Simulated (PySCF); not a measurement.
**A PySCF run on SH**

State: quartet, unpaired electrons σ ↑, π ↑↑, a second solution, started from another occupation.

An equivalent input (the run itself took its basis sets from the Basis Set Exchange, started from a PBE0 density and held the occupation σ 6α 5β, πx 2α 1β, πy 2α 1β):

```python
from pyscf import gto, dft
mol = gto.M(atom='H 0 0 0; S 0 0 1.346', basis={'H': 'def2-TZVP', 'S': 'def2-TZVP'},
            charge=0, spin=3, verbose=4, symmetry='C2v')
mf = dft.UKS(mol, xc='PBE0')
mf.grids.atom_grid = (80, 434)
mf.grids.prune = dft.gen_grid.treutler_prune
mf.irrep_nelec = {'A1': (6, 5), 'B1': (2, 1), 'B2': (2, 1)}
mf.conv_tol = 1e-9
mf.max_cycle = 60
mf.diis_space = 10
mf.kernel()
```

The log (some set-up lines and the per-cycle HOMO/LUMO lines removed):

```
******** <class 'pyscf.dft.uks_symm.SymAdaptedUKS'> ********
method = SymAdaptedUKS
damping factor = 0
level_shift factor = 0
DIIS = <class 'pyscf.scf.diis.CDIIS'>
diis_start_cycle = 1
diis_space = 10
diis_damp = 0
SCF conv_tol = 1e-09
SCF conv_tol_grad = None
SCF max_cycles = 60
number electrons alpha = 10  beta = 7
Set gradient conv threshold to 3.16228e-05
init E= -398.402671336462
cycle= 1 E= -398.408324084681  delta_E= -0.00565  |g|= 0.00582  |ddm|= 0.352
cycle= 2 E= -398.408355236722  delta_E= -3.12e-05  |g|= 0.00327  |ddm|= 0.0616
cycle= 3 E= -398.408362672986  delta_E= -7.44e-06  |g|= 0.000598  |ddm|= 0.00674
cycle= 4 E= -398.408363041247  delta_E= -3.68e-07  |g|= 0.000161  |ddm|= 0.00467
cycle= 5 E= -398.408363067004  delta_E= -2.58e-08  |g|= 6.07e-05  |ddm|= 0.00158
cycle= 6 E= -398.40836306986  delta_E= -2.86e-09  |g|= 1.26e-05  |ddm|= 0.000316
cycle= 7 E= -398.40836307007  delta_E= -2.1e-10  |g|= 1.7e-06  |ddm|= 9.98e-05
Extra cycle  E= -398.408363070073  delta_E= -3.52e-12  |g|= 7.1e-07  |ddm|= 8.48e-06
converged SCF energy = -398.408363070073  <S^2> = 3.7529958  2S+1 = 4.0014976
```

A point of this curve took 0.5 CPU seconds beside 0.05 for the integrals, on Intel Xeon 6975P-C (shared host).

Counting both spins, an empty level lies below a filled one in this solution, because spin and occupation are held.
